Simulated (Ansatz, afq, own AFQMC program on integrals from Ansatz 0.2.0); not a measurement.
Two steps: Ansatz 0.2.0 writes the Fock matrix and Cholesky factors of the valence space, and afq projects on them the lowest state that overlaps trial and start.

```yaml
crystal:
  periodic: [false, false, false]
  atoms:
    - {symbol: Ge, position_ang: [0.000000, 0.000000, 0.000000]}
    - {symbol: B, position_ang: [0.000000, 0.000000, 1.977400]}
basis:
  gaussian: {orbitals: cc-pVDZ}
total_charge: 1
magnetization: {spin_polarized: false, initial_magnetization: 4}
correlation: {method: ccsd_t, electrons: outside_noble_gas, hamiltonian_folder: ham}
```

```sh
$ ansatz run in.yaml --threads 1 --pin off --events-out ev --progress --plain --max-ram 16896MiB --backend cuda --devices 0, --max-vram 18GiB
```

Options of the walk:

```
--method phaseless --trial hf --walkers 4000 --populations 20 --least-time 40 --time-step 0.005 --steps-per-block 20 --equilibration-blocks 112 --max-blocks 4000 --target-error 0.0007499999999999999 --factor-cut 1e-05 --start spin_pure --seed 3502 --taylor-order 6
```

Times are imaginary, in 1/Eh. The walk had a cap of 49 s. With eight or more populations the least sampling time is a fifth of least-time, and the error comes from their spread. Filled inner d shells are frozen with the cores.

Output of the walk:

```
orbitals 26  electrons 5 1  factors 190 of 462
reference energy -2099.55656172 Eh
CCSD correlation -0.09917762 Eh in 11 cycles, weight of the determinant in the CISD state 0.9007
energy of the start -2099.556564 Eh
 block  time / (1/Eh)  mean weight  energy / Eh
     1     0.100  1.0004  -2099.568346
     2     0.200  1.0003  -2099.578657
     3     0.300  1.0004  -2099.587731
     4     0.400  1.0005  -2099.595849
     5     0.500  1.0003  -2099.602437
     7     0.700  1.0004  -2099.612991
     9     0.900  1.0002  -2099.620999
    11     1.100  1.0001  -2099.627420
    21     2.100  1.0000  -2099.648043
    26     2.600  1.0000  -2099.651336
    31     3.100  1.0001  -2099.653976
    41     4.100  1.0000  -2099.659871
    51     5.100  1.0001  -2099.659971
    61     6.100  0.9998  -2099.652518
    71     7.100  1.0001  -2099.654750
    81     8.100  1.0001  -2099.655559
    91     9.100  1.0001  -2099.654516
   101    10.100  0.9999  -2099.656369
   111    11.100  0.9996  -2099.652805
   121    12.100  1.0000  -2099.653696
   131    13.100  1.0002  -2099.655036
   141    14.100  0.9999  -2099.653236
   151    15.100  1.0003  -2099.655711
   161    16.100  0.9998  -2099.653299
   171    17.100  1.0000  -2099.656683
   181    18.100  1.0001  -2099.655671
   191    19.100  0.9995  -2099.659458
   201    20.100  0.9998  -2099.656651
   211    21.100  1.0002  -2099.659162
   216    21.600  1.0000  -2099.660185
   221    22.100  1.0001  -2099.659963
error from the spread of 20 populations
energy -2099.655802 +/- 0.000707 Eh
(rows thinned)
```

The run passed its tests (sampling time, drift between the halves within three errors, error under three times the target), which doesn't prove that it has relaxed. The second half of the sampling lies below the first by 1.6 errors of their difference, so the energy may still be moving and its error bar be too small.

Against this walk (error 19.2 meV) on the same determinant: CCSD(T) 138.1 meV lower, CCSDT(Q) 183.8 meV lower, CCSDTQ 186.1 meV lower, full CI 186.6 meV lower, a separate phaseless walk with a CISD trial and standard settings 151.4 ± 19.3 meV lower. The error is statistical and leaves out the bias of the constraint. Full CI is exact here, so the walk's 187 meV above it is the walk's own error: the bias of the constraint with this trial, or a walk that hasn't relaxed.

Cautions: constraint bias not in the error; no relativity below Rb; no spin-orbit coupling; inner d shell frozen; lower spins were not checked.

The walk took 14 s on 1 × NVIDIA H100 80GB HBM3 with 2 threads of AMD EPYC 7R13 Processor (Zen 3), on a shared host (the card was shared). The log's last line is the phaseless energy.

CCSDT and higher add their correlation energy to the determinant of the CCSD(T) run, since their own runs factorise the integrals more tightly (a shift of under 2 meV). A walk keeps the symmetry of its determinant, which the program's search chose and which needn't be the lowest solution, so a lower state of the same spin and another symmetry isn't excluded.
